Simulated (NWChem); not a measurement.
Species: Na cation

Computed with NWChem. Pople sets run with spherical d functions. Total energies compare along this basis series because the functional is fixed.

```
level            basis functions  energy (Ha)  highest occupied level (eV)  orbital gap (eV)
---------------  ---------------  -----------  ---------------------------  ----------------
PBE0/STO-3G                    9    -160.0557                       -39.08             37.83
PBE0/3-21G                    13    -160.9661                       -38.85             32.49
PBE0/6-31G*                   18    -161.9702                       -39.99             33.61
PBE0/6-31+G*                  22    -161.9702                       -40.00             33.62
PBE0/6-311G**                 26    -161.9755                       -39.67             33.17
PBE0/6-311++G**               30    -161.9756                       -39.68             33.16
```
